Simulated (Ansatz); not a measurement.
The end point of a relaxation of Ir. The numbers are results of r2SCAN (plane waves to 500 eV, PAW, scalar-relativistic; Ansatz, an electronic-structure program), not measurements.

```cif
data_Ir
_chemical_formula_sum 'Ir1'
_space_group_name_H-M_alt 'P 1'
_space_group_IT_number 1
_cell_length_a 2.71841
_cell_length_b 2.71841
_cell_length_c 2.71841
_cell_angle_alpha 60.000
_cell_angle_beta 60.000
_cell_angle_gamma 60.000
loop_
_space_group_symop_operation_xyz
  'x, y, z'
loop_
_atom_site_label
_atom_site_type_symbol
_atom_site_fract_x
_atom_site_fract_y
_atom_site_fract_z
_atom_site_occupancy
Ir1 Ir 0.50000 0.50000 0.50000 1
```

### Question
Determine the symmetry and give the standard cell with its independent sites.

### Answer
Space group Fm-3m (No. 225); a = 3.8444 Å, b = 3.8444 Å, c = 3.8444 Å, α = 90.00°, β = 90.00°, γ = 90.00°

| atom | site | symmetry | x | y | z |
|---|---|---|---|---|---|
| Ir | 4b | m-3m | 0.5000 | 0.5000 | 0.5000 |

This is the fcc (Cu type).

### Question
Give the shortest distances between elements (the closest pairs, up to four, under 3.6 Å).

### Answer
Ir–Ir 2.72 Å.

```json
{
 "volume_per_atom": "14.20 Å³",
 "density": "22.47 g/cm³",
 "band_gap": "zero (metallic)"
}
```

No spin polarisation in the result.

Measured for Ir: a 3.831 Å (static lattice; corrected from measurement; as listed in Daniel Mejia-Rodriguez, S. B. Trickey, Phys. Rev. B (2018)). Computed minus measured — a: r2SCAN +0.4 %. The computed values are for a static lattice.

The run could not lose the symmetry of its start.

It was reached from a disturbed copy of a I4/mmm (No. 139) cell (AFLOW prototype A_tI2_139_a (A_a)), against which it lies -0.34 eV/atom.
